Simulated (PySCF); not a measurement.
Broadened absorption spectrum of C4H3ClO

Species: C4H3ClO.
Cartesian coordinates in Å at the GFN2-xTB level; atoms count from 1:
```
atom  x, y, z in Å
C1     1.9693    0.7274   -0.3301
C2     0.9976    0.0478   -0.1760
C3    -0.1935   -0.7630   -0.0043
C4    -1.4230    0.0897   -0.1409
O5    -2.2880   -0.0097   -0.9420
Cl6   -1.4750    1.3645    1.0813
H7     2.8306    1.3114   -0.4602
H8    -0.2253   -1.5491   -0.7636
H9    -0.1792   -1.2131    0.9923
```

Method: TDDFT B3LYP/def2-SVPD, vertical, gas phase, core orbitals frozen in the response in PySCF.

Broadening: Gaussians 0.3 eV wide at half height, area fixed by f = 4.319×10⁻⁹ ∫ε dν̃. The width is an assumption, not a result. The curve ends short of the highest state used, and states not computed would add to its high-energy end.

(E (eV), ε (L mol⁻¹ cm⁻¹)): (4.48, 1), (4.51, 2), (4.55, 6), (4.58, 12), (4.61, 23), (4.65, 47), (4.68, 77), (4.72, 134), (4.75, 192), (4.79, 283), (4.82, 355), (4.85, 421), (4.89, 485), (4.92, 506), (4.96, 491), (4.99, 450), (5.03, 368), (5.06, 297), (5.09, 228), (5.13, 152), (5.16, 110), (5.20, 80), (5.23, 75), (5.27, 90), (5.30, 112), (5.33, 142), (5.37, 184), (5.40, 213), (5.44, 240), (5.47, 249), (5.51, 252), (5.54, 253), (5.57, 264), (5.61, 309), (5.64, 378), (5.68, 522), (5.71, 664), (5.75, 875), (5.78, 1025), (5.81, 1141), (5.85, 1215), (5.88, 1198), (5.92, 1083), (5.95, 947), (5.99, 739), (6.02, 589), (6.05, 460), (6.09, 331), (6.12, 266), (6.16, 210), (6.19, 182), (6.23, 154), (6.26, 136), (6.29, 123), (6.33, 119), (6.36, 132)

**Question.** Locate the maxima and give the states behind the curve.

**Answer.** 252 nm (4.93 eV), ε about 510, made up of S1 (100%); 225 nm (5.51 eV), ε about 250, made up of S2 (89%) and S3 (11%) (hardly more than a shoulder); 212 nm (5.86 eV), ε about 1200, made up of S3 (99%) (ε in L mol⁻¹ cm⁻¹; maxima over ε = 5, shares over 10%). At its high-energy end, 6.36 eV, the curve is still rising (ε about 130, from S4 and S5). The states used: S1 4.93 eV (f 0.0056); S2 5.46 eV (f 0.0026); S3 5.86 eV (f 0.013); S4 6.19 eV (f 0.0016); S5 6.66 eV (f 0.012); S6 6.77 eV (f 0.0044); S7 6.92 eV (f 0.0003); S8 6.96 eV (f 0.010).

**Question.** On this curve, what absorbance would a 10⁻⁵ mol/L sample give at 266 nm over a 1 cm path?

**Answer.** 266 nm is 4.661 eV, where ε is about 57 L mol⁻¹ cm⁻¹, so A = ε c l ≈ 0.00057 (Beer–Lambert, with the gas-phase spectrum and the assumed width).

**Question.** What would ε be at 5.86 eV, the highest of these maxima, with half the width (0.15 eV)?

**Answer.** About 2410 L mol⁻¹ cm⁻¹ against 1220, a factor of about 1.98; a lone state at its own centre would give exactly 2.

**Question.** Coming from long wavelengths, where does ε first pass 100 L mol⁻¹ cm⁻¹?

**Answer.** At about 264 nm (4.70 eV), 0.23 eV below S1.

One conformer stands for the species.
